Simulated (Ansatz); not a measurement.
Mulliken charges of C$_{3}$HF$_{3}$, SMILES `C#CC(F)(F)F` from r2SCAN/def2-TZVPP in Ansatz (PBE0-D4/def2-TZVP geometry).

```
atom   x (Å)   y (Å)   z (Å)  charge (e)
  C1   1.249  -1.234   0.051       0.187
  C2   0.399  -0.394   0.011      -0.425
  C3  -0.641   0.631  -0.037       0.472
  F4  -1.819   0.109  -0.382      -0.158
  F5  -0.342   1.581  -0.926      -0.158
  F6  -0.791   1.221   1.151      -0.158
  H7   2.007  -1.982   0.086       0.239
```

By hand: the dipole of these point charges (1 e Å = 4.8032 D).

Σ q r = (0.708, -0.699, 0.033) e Å, of length 0.995 e Å = 4.78 D.

How does the dipole of the full density compare? (Estimate.)

Computed: (0.328, -0.324, 0.015) e Å, 2.22 D; the point charges give 2.15 times that, at 0° from its direction.

Point charges leave out the atoms' own dipoles, such as those of lone pairs, and Mulliken's split depends on the basis, so the two needn't agree.
